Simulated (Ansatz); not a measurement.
**Worked example: correlation energy of SbH$_{3}$, triplet**

Geometry: a PBE0/def2-TZVP stationary point for this spin, not checked as a minimum.

```xyz
4

Sb    0.0000   -0.0133    0.0000
H     0.0000   -0.0423   -1.8410
H     0.0000    1.6869    0.0000
H     0.0000   -0.0423    1.8410
```

Basis def2-TZVPP with its core potentials; Ansatz 0.2.0. Only valence electrons are correlated (noble-gas cores and the filled d shells of p-block atoms frozen), which leaves 8 electrons in 83 orbitals. Prefix R: restricted or restricted open-shell reference; prefix U: unrestricted. No spin–orbit coupling is included; scalar relativity enters through the core potentials alone.

Full CI isn't at hand for all of this; UCCSDT(Q) serves as the reference, and is uncertain by about the last step of the cluster series.

Runs differ by some tens of microhartree through their thresholds and, for an open shell, their frozen cores, so steps under 0.03 kcal/mol mean nothing.

| level | total energy (hartree) |
| --- | --- |
| UHF | -240.897336 |
| UMP2 | -241.018179 |
| UCCSD | -241.047562 |
| UCCSD(T) | -241.052230 |
| UCCSDT | -241.053265 |
| UCCSDT(Q) | -241.053419 |

**Question.** What is the correlation energy at UCCSDT(Q), and what share of it do UMP2 and UCCSDT recover?

**Answer.** E(corr) = -241.053419 − (-240.897336) = -0.156083 hartree = -4.247 eV. UMP2: -0.120843 / -0.156083 = 77.42 %. UCCSDT: -0.155929 / -0.156083 = 99.90 %.

**Question.** By how many kcal/mol does UCCSD(T) miss UCCSDT(Q) (1 hartree = 627.509 kcal/mol), and which steps make up the rest?

**Answer.** -241.052230 − (-241.053419) = 0.001189 hartree = 0.75 kcal/mol. Steps: UCCSDT − UCCSD(T) = -0.65, UCCSDT(Q) − UCCSDT = -0.10 kcal/mol. That is within 1 kcal/mol of the reference in this basis, which itself misses far more of the correlation at the basis-set limit.
